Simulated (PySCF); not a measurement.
From results back to the method.

C3H5FS.
Geometry (PBE0-D3(BJ)/def2-SVP, Å), atoms numbered from 1 in this order:
```xyz
10
C3H5FS angstrom
C      1.2145   -0.0276    0.2326
C     -0.0295    0.3156   -0.5369
S     -1.1382    1.6223    0.1111
C     -1.3398   -0.1560   -0.0493
F     -1.3559   -0.8997    1.0761
H      1.5846   -1.0192   -0.0762
H      1.0113   -0.0511    1.3109
H      2.0081    0.7078    0.0397
H      0.0893    0.3532   -1.6271
H     -2.1056   -0.4985   -0.7552
```

The closed-shell ground state was solved 7 times with PySCF (density fitting, gas phase), always in the pcSseg-2 basis (257 functions), with these functionals: B97-2, BHandHLYP, BP86, CAM-B3LYP, LC-wPBE, PBE0 and wB97X-D.

| row | total energy (Eh) | HOMO (eV) | LUMO (eV) | dipole (D) |
| --- | --- | --- | --- | --- |
| P | -615.0710 | -7.02 | -0.11 | 2.12 |
| Q | -615.4026 | -6.77 | -0.16 | 2.11 |
| R | -615.4915 | -5.87 | -1.15 | 2.04 |
| S | -615.3241 | -8.14 | 0.85 | 2.20 |
| T | -615.3671 | -8.38 | 0.93 | 2.14 |
| U | -615.3760 | -8.89 | 1.67 | 2.16 |
| V | -615.2058 | -9.79 | 2.10 | 2.16 |

Which functional belongs to which row?

P = PBE0, Q = B97-2, R = BP86, S = BHandHLYP, T = CAM-B3LYP, U = wB97X-D, V = LC-wPBE. By rising HOMO–LUMO gap: BP86 (GGA) 4.72 eV; B97-2 (global hybrid, 21 % exact exchange) 6.61 eV; PBE0 (global hybrid, 25 % exact exchange) 6.91 eV; BHandHLYP (global hybrid, 50 % exact exchange) 8.99 eV; CAM-B3LYP (range-separated hybrid) 9.31 eV; wB97X-D (range-separated hybrid) 10.56 eV; LC-wPBE (range-separated hybrid) 11.89 eV. Total energies of different functionals aren't bounds to one another; each is stationary for its own functional.

The pairwise dispersion term of wB97X-D wasn't added to the energies; at a given geometry it leaves orbitals and properties as they are.
